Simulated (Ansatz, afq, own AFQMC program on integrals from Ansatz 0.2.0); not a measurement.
Where AFQMC and coupled cluster stand for BSiH⁺, doublet

```yaml
atoms:
  - { symbol: Si, position_ang: [0.0000, 0.0000, 1.6588] }
  - { symbol: B, position_ang: [0.0000, 0.0000, -0.2364] }
  - { symbol: H, position_ang: [0.0000, 0.0000, -1.4224] }
```

Connectivity, by distances: Si–BH.

Basis 6-31G. Noble-gas cores (and the filled d shells of Ga–Kr and In–Xe) are frozen. Ansatz 0.2.0 and our own AFQMC program on the same integrals; the CISD trial comes from CCSD amplitudes, and released means the phaseless constraint is let go. Error bars are statistical, one sigma.

Determinant: UHF, the one that the program's search chose, which needn't be the lowest solution. The geometry is a PBE0/def2-TZVP stationary point of this or a neighbouring charge and spin state.

Full CI on the same integrals is exact in this basis and with this determinant's frozen core.

Cautions: strong correlation (T1 0.088, weight of the determinant 0.81, largest double 0.10); unrestricted determinant spin contaminated (⟨S²⟩ 1.13 against 0.75).

* T1 diagnostic: 0.0875
* weight of the determinant in the CISD state: 0.813
* ⟨S²⟩ of the determinant: 1.128
* size of the correlated space: 7 electrons in 18 orbitals

```json
{"level": "MP2", "correlation energy (eV)": "-1.5851"}
{"level": "CCSD", "correlation energy (eV)": "-2.3461"}
{"level": "CCSD(T)", "correlation energy (eV)": "-2.3972"}
```

Task: Estimate where phaseless AFQMC with a CISD trial lies against CCSD(T) on the same integrals.

Result: 21.6 ± 5.7 meV below CCSD(T).

Reference: full CI, correlation energy -2.427 eV. The released energy is read at 2.40 1/Eh (meV from the phaseless value at times in 1/Eh: 2 ± 8 at 0.24, -1 ± 7 at 0.51, -3 ± 7 at 0.99, -3 ± 6 at 1.62, -12 ± 8 at 2.40). The cautions show a poor starting determinant, so the rows tell how each method copes with it here, and full CI is the sure value.

```tsv
level	E − E(reference) (meV)	share of correlation (%)
CCSD(T)	29.7	98.78
CCSDT	4.3	99.82
CCSDT(Q)	1.3	99.94
CCSDTQ	0.1	99.99
ph-AFQMC/CISD	8.1 ± 5.7	99.67
released AFQMC	-3.6 ± 7.6	100.15
```

CCSDT and higher add their correlation energy to the determinant of the CCSD(T) run, since their own runs factorise the integrals more tightly (a shift of under 2 meV). Released energies are given only where the last usable release times agree within the noise; a slower fall can still hide under it.
